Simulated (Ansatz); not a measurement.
**H₂O ··· PH₃**

The pair of H₂O (SMILES O, atoms 1–3) and PH₃ (SMILES P, atoms 4–7), both closed shells, in one local arrangement (a lower one may exist), relaxed at PBE0-D4/def2-TZVP:

```xyz
7
angstrom
O 0.1872 -0.0265 -2.4263
H -0.4715 0.5877 -2.7567
H 0.0822 -0.0119 -1.4672
P 0.0027 -0.0789 1.1020
H -1.0191 -0.6659 1.8888
H 0.1759 1.0321 1.9643
H 1.0424 -0.8366 1.6951
```

Ansatz 0.2.0; basis: def2-TZVPPD, with def2-QZVPPD for the basis limit; cores frozen in the correlated methods. B3LYP uses VWN-RPA correlation. Extrapolation: Hartree–Fock as exp(−7.88 √X), correlation as X^−2.97. Interaction energies count from these two fragments, frozen as in the pair, with the counterpoise correction; negative means bound.

Problem. What is the interaction energy by CCSD(T) at an estimated basis limit (MP2 extrapolated from triple and quadruple zeta, plus CCSD(T) − MP2 in triple zeta)? (An estimate is asked for; the value comes from the calculation.)

Solution. By the calculation: -10.2 kJ/mol. Hartree–Fock alone gives -3.7 kJ/mol at the basis limit. It counts from the two fragments frozen as in the pair.

The same quantity by other methods in triple zeta, and each one's difference from that estimate:
| method | E_int (kJ/mol) | difference |
| --- | --- | --- |
| PBE-D4 | -13.7 | -3.5 |
| revPBE-D4 | -10.9 | -0.7 |
| BLYP-D4 | -11.1 | -0.9 |
| r2SCAN-D4 | -11.1 | -0.9 |
| B97M-V | -10.1 | 0.1 |
| PBE0-D4 | -12.7 | -2.5 |
| B3LYP-D4 | -11.4 | -1.2 |
| HSE06-D4 | -12.8 | -2.6 |
| wB97X-V | -11.1 | -0.9 |
| wB97M-V | -10.0 | 0.2 |
| B2PLYP | -9.0 | 1.2 |
| HF | -3.7 | 6.6 |
| MP2 | -9.6 | 0.6 |
| CCSD | -8.0 | 2.2 |
| CCSD(T) | -9.1 | 1.1 |
Differences are method less estimate.

Problem. Which atoms make the shortest contact between the fragments?

Solution. H3 and P4, 2.57 Å apart.

Basis-set superposition shift (counterpoise-corrected less uncorrected): CCSD(T) 1.4; MP2 1.5; HF 0.2; PBE0-D4 0.2; wB97M-V 0.3 kJ/mol.

No T1 diagnostic of these runs exceeds 0.014.

For scale, one of the runs: CCSD(T)/def2-TZVPPD, 173 basis functions, launched by `ansatz run in.yaml --threads 2 --pin off --events-out ev --progress --plain --max-ram 5222MiB`. Time: 18 s of wall clock on 2 CPU threads of an Arm Neoverse V2; the host was shared. Peak host memory: 1.4 GiB.
